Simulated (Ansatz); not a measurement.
Input for Ansatz (development build ahead of 0.2.0):

```yaml
crystal:
  periodic: [false, false, false]
  atoms:
    - { symbol: S, position_ang: [0.0, 0.0, 0.0] }
    - { symbol: S, position_ang: [0.0, 0.0, 2.74] }
basis:
  gaussian: { orbitals: def2-SVP }
magnetization:
  initial_magnetization: 2
hamiltonian:
  xc: hf
correlation:
  method: mp2
  frozen_orbitals: { S: 5 }
output:
  forces: true
```

The input is written out in the form of the current development build from the run's settings. Correlation on restricted open-shell orbitals is semicanonical, with singles.

Output:

```
Converged                       : yes
Reference energy                : -794.68907 hartree
Correlation energy              : -0.21791 hartree
Total energy                    : -794.90698 hartree
Spin squared of the determinant : 2.000
Stability test                  : minimum among restricted orbitals
```

Forces (eV/Å):
| atom | Fx | Fy | Fz |
| --- | --- | --- | --- |
| S1 | 0.000 | 0.000 | 3.176 |
| S2 | 0.000 | 0.000 | -3.176 |

Caution: bonds are stretched, where a single reference can fail; an unrestricted determinant lies well below.
